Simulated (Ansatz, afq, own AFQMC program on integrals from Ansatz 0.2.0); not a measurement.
AFQMC on a folder of integrals that Ansatz 0.2.0 wrote.

```yaml
crystal:
  periodic: [false, false, false]
  atoms:
    - {symbol: B, position_ang: [-0.894221, 0.000000, 1.046163]}
    - {symbol: Al, position_ang: [0.314784, 0.000000, -0.430953]}
    - {symbol: H, position_ang: [-0.144876, 0.000000, 1.961684]}
    - {symbol: H, position_ang: [1.309685, 0.000000, -1.646484]}
basis:
  gaussian: {orbitals: cc-pVDZ}
magnetization: {spin_polarized: true, initial_magnetization: 2}
correlation: {method: ccsd_t, electrons: outside_noble_gas, hamiltonian_folder: ham}
```

```sh
$ ansatz run in.yaml --threads 1 --pin off --events-out ev --progress --plain --max-ram 1382MiB
```

Options of the walk:

```
--method phaseless --trial cisd --walkers 60 --populations 1 --least-time 40 --time-step 0.005 --steps-per-block 50 --equilibration-blocks 28 --max-blocks 300 --target-error 0.00034 --factor-cut 1e-05 --start spin_pure --seed 8881 --release-times 0.24,0.51,0.99,1.62,2.4 --release-step 0.03 --release-every 4 --taylor-order 6
```

Times are imaginary, in 1/Eh. The walk had a cap of 932 s.

afq prints:

```
orbitals 36  electrons 5 3  factors 274 of 401
reference energy -267.62684265 Eh
CCSD correlation -0.14710197 Eh in 13 cycles, weight of the determinant in the CISD state 0.8940
energy of the start -267.773499 Eh
 block  time / (1/Eh)  mean weight  energy / Eh
     1     0.250  1.0012  -267.772225
     2     0.500  1.0006  -267.773056
     3     0.750  1.0018  -267.774317
     4     1.000  0.9995  -267.776275
     5     1.250  0.9978  -267.775573
     8     2.000  1.0007  -267.776949
    15     3.750  0.9995  -267.778029
    36     9.000  0.9984  -267.782221
    57    14.250  1.0009  -267.779217
    78    19.500  0.9988  -267.775905
    99    24.750  0.9979  -267.777080
   120    30.000  1.0007  -267.781567
   141    35.250  1.0001  -267.775656
   162    40.500  1.0000  -267.776045
   169    42.250  0.9985  -267.796924
   183    45.750  0.9996  -267.776519
   204    51.000  0.9998  -267.783670
   225    56.250  0.9995  -267.779607
   246    61.500  1.0007  -267.780215
   267    66.750  1.0011  -267.782016
   288    72.000  0.9985  -267.783379
   295    73.750  0.9994  -267.784319
blocks merged  error / Eh  count
     1  0.000178  270
     2  0.000232  135
     4  0.000296  67
     8  0.000334  33
    16  0.000330  16
    32  0.000309  8
released: time / (1/Eh)  energy / Eh  error  mean overlap
  0.24  -267.779838  0.000358  1.0026
  0.51  -267.779716  0.000302  1.0094
  0.99  -267.779877  0.000381  1.0176
  1.62  -267.780261  0.000301  1.0133
  2.40  -267.780527  0.000359  1.0040
energy -267.779676 +/- 0.000334 Eh
(rows thinned)
```

The run passed its tests (sampling time, drift between the halves within three errors, error under three times the target), which doesn't prove that it has relaxed. The second half of the sampling lies below the first by 1.9 errors of their difference, so the energy may still be moving and its error bar be too small.

Against this walk (error 9.1 meV) on the same determinant: CCSD(T) 28.1 meV higher, CCSDT(Q) 16.1 meV lower (within the noise). The error is statistical and leaves out the bias of the constraint. The released energies are still falling (meV from the phaseless value at times in 1/Eh: -4 ± 10 at 0.24, -1 ± 8 at 0.51, -5 ± 10 at 0.99, -16 ± 8 at 1.62, -23 ± 10 at 2.40), so they give no level.

Cautions: constraint bias not in the error; lower spins were not checked.

The walk took 3.8 min on 1 thread of Intel(R) Xeon(R) 6975P-C (Granite Rapids), on a shared host. The log's last line is the phaseless energy.

CCSDT and higher add their correlation energy to the determinant of the CCSD(T) run, since their own runs factorise the integrals more tightly (a shift of under 2 meV). A walk keeps the symmetry of its determinant, which the program's search chose and which needn't be the lowest solution, so a lower state of the same spin and another symmetry isn't excluded.
